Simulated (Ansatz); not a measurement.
**BH₂+ (triplet): wave-function methods side by side, cc-pVQZ**

The task here is to estimate one member of a computed series from the others.

The runs use Ansatz 0.2.0, Gaussian basis; cc-pVQZ, core rule «outside noble gas», up to 1 orbitals frozen.

To be run: UHF; CCSD(T) on ROHF; CCSD(T) on UHF; BCCD(T) on ROHF; CCSDT(Q) on ROHF; CCSDT(Q) on UHF; CASSCF and MRCISD+Q, 4 electrons in 6 orbitals; CASSCF and NEVPT2, 4 electrons in 6 orbitals; Full CI; Full CI, several states.

6 further runs of the same task are left out: 2 for a known fault of the program, 4 set aside as unsound or not needed.

## The system

The geometry is a PBE0/def2-TZVP stationary point (not a proven minimum).

3 atoms, charge 1, spin multiplicity 3.

Atoms are counted from 1 here; the program's logs count them from 0.

Bond lengths: B1–H2 1.291 Å, B1–H3 1.291 Å. Angles: H2–B1–H3 66.8°.

As a file:

```xyz
3
BH2
B     0.00000    0.00000   -0.16937
H     0.00000    0.71056    0.90835
H     0.00000   -0.71056    0.90835
```

The first run:

Input file in.yaml:

```yaml
crystal:
  periodic: [false, false, false]
  atoms:
    - {symbol: B, position_ang: [0.000000, 0.000000, -0.169375]}
    - {symbol: H, position_ang: [0.000000, 0.710556, 0.908347]}
    - {symbol: H, position_ang: [0.000000, -0.710556, 0.908347]}
basis:
  gaussian: {orbitals: cc-pVQZ}
total_charge: 1
magnetization: {spin_polarized: true, initial_magnetization: 2}
hamiltonian: {xc: hf}
output: {orbitals: {seedname: orbitals}}
```

Started as:

```bash
> ansatz run in.yaml --threads 1 --pin off --events-out ev --progress --plain --max-ram 2816MiB --backend cpu
```

Among the steps run: UHF; CCSD(T) on ROHF; CCSD(T) on UHF; BCCD(T) on ROHF; CCSDT(Q) on ROHF; CCSDT(Q) on UHF; CASSCF and MRCISD+Q, 4 electrons in 6 orbitals; CASSCF and NEVPT2, 4 electrons in 6 orbitals; Full CI; Full CI, several states.

One of the session's tables, all rows but one given; the rest of the session is left out.

It belongs to the step «Misses and costs». 

```
          method  from FCI (kJ/mol)
            ROHF             +202.7
             UHF             +192.2
            RMP2              +42.1
            UMP2              +43.0
           RCCSD                  ?
           UCCSD               +5.2
        RCCSD(T)               +1.1
        UCCSD(T)               +1.0
         BCCD(T)               +1.1
          RCCSDT                0.0
          UCCSDT                0.0
       RCCSDT(Q)                0.0
       UCCSDT(Q)               -0.1
  CASSCF valence             +110.2
  NEVPT2 valence              +24.2
  MRCISD valence               +3.5
MRCISD+Q valence               +1.5
             FCI                  0
```

Estimate the missing values for RCCSD.

The run gave: from FCI (kJ/mol): +5.5. In the column «from FCI (kJ/mol)» it lies between UCCSD (+5.2) and NEVPT2 valence (+24.2).

Limits of these values: Levels on UHF freeze UHF's core orbitals, full CI those of ROHF, so the U rows can settle a little off it for that reason alone. Restricted and unrestricted rows rest on different reference determinants; where their highest levels disagree by more than a few hundredths of an eV, they describe different states and don't form one ladder.
